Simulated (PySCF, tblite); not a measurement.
**C₄H₇N₂ radical: geometry, infrared bands and EPR parameters**

Wanted: the infrared bands and EPR parameters of C₄H₇N₂ radical (`C/N=C/C(C)=[N]`), by calculation.

The runs use tblite 0.8.0 and PySCF 2.14.0, with density-fitted response routines of our own; the level of theory stands in each step. All values are computed, except where a source is named. Atoms count from 0, in the outputs and in this text.

## (1) The starting structure

13 atoms, charge 0, multiplicity 2; geometry from: force field or distance geometry start.

Bonds of the start (Å): C0–N1 1.47, N1–C2 1.27, C2–C3 1.51, C3–C4 1.50, C3–N5 1.46, C0–H6 1.09, C0–H7 1.09, C0–H8 1.09, C2–H9 1.10, C4–H10 1.10, C4–H11 1.09, C4–H12 1.10.

## (2) Optimising the geometry with GFN2-xTB

What the job is given:

```
{"job": {"kind": "relax", "xc": "GFN2-xTB", "basis": "xTB"}, "charge": 0, "multiplicity": 2}
C      2.236900    -0.097800     0.576400
N      0.777600     0.093200     0.489500
C      0.262400    -0.290100    -0.603700
C     -1.222400    -0.138500    -0.809200
C     -2.063700     0.425900     0.298800
N     -1.821700    -0.576300    -2.066200
H      2.467100    -0.747700     1.416600
H      2.677400    -0.526600    -0.320700
H      2.713400     0.869200     0.755200
H      0.796700    -0.720100    -1.457400
H     -3.115500     0.457800    -0.013800
H     -1.977700    -0.194600     1.189900
H     -1.735100     1.445800     0.526900
```

Command:

```sh
OMP_NUM_THREADS=1 python probes_run.py task.json out
```

One launch serves the whole session: the jobs run in the order shown.

**Question.** This job is followed by: GFN2-xTB harmonic vibrations, gas phase; UKS B3LYP, pcH-1 on C H N, non-relativistic, mean-field spin-orbit, GIAO. What will the session give for the following? strongest single infrared mode (GFN2-xTB); zero-point energy (GFN2-xTB); g(iso) (B3LYP); ⟨S²⟩; largest a(iso) (averaged by class); surface potential, 1st and 99th percentile.

**Answer**, as computed:

| quantity | value |
| --- | --- |
| strongest single infrared mode (GFN2-xTB) | 2905 cm⁻¹, 89 km/mol |
| zero-point energy (GFN2-xTB) | 64.0 kcal/mol |
| g(iso) (B3LYP) | 2.00284 |
| ⟨S²⟩ | 0.760 (exact 0.75) |
| largest a(iso) (averaged by class) | 13C on C2, 137.9 MHz |
| surface potential, 1st and 99th percentile | -1.68 V and 0.97 V |

**Reading.** Relaxing lowered the energy by 1.378 eV in 28 steps; the close pair that moved most is C3–N5, from 1.460 to 1.228 Å. All 33 modes are real, so the xTB geometry is a minimum. The strongest single mode, at 2905 cm⁻¹, moves mainly H7. GFN2-xTB is a fitted tight-binding method: band positions and strengths are rough. Its intensities can rank the bands wrongly. N5 carries the largest spin population, 0.96 e. The isotropic g lies 0.5 ppt above the free-electron value.
